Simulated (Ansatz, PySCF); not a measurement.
System (SMILES): FC(F)(F)F.
Geometry (B3LYP-D3(BJ)/def2-TZVP, fixed):
```xyz
5

C      0.0000     0.0000     0.0000
F      0.7629     0.7657     0.7682
F     -0.7843    -0.7493     0.7628
F     -0.7467     0.7653    -0.7843
F      0.7680    -0.7817    -0.7466
```

Near-linear dependence at HF/d-aug-cc-pVTZ with PySCF (spherical functions, density fitting): canonical orthogonalisation drops combinations whose overlap eigenvalue lies under the threshold. The set has 310 functions.

```json
[
 {"threshold": "1e-3", "orbitals kept": "287", "energy minus last row (mEh)": "15.168", "SCF cycles": "9"},
 {"threshold": "1e-4", "orbitals kept": "306", "energy minus last row (mEh)": "0.117", "SCF cycles": "9"},
 {"threshold": "1e-5", "orbitals kept": "310", "energy minus last row (mEh)": "0.000", "SCF cycles": "9"},
 {"threshold": "1e-6", "orbitals kept": "310", "energy minus last row (mEh)": "0.000", "SCF cycles": "9"},
 {"threshold": "1e-7", "orbitals kept": "310", "energy minus last row (mEh)": "0.000", "SCF cycles": "9"},
 {"threshold": "1e-9", "orbitals kept": "310", "energy minus last row (mEh)": "0.000", "SCF cycles": "9"}
]
```

The smallest overlap eigenvalue is 3.7e-05. Ansatz (a first-principles code) at its default drops 0 functions.
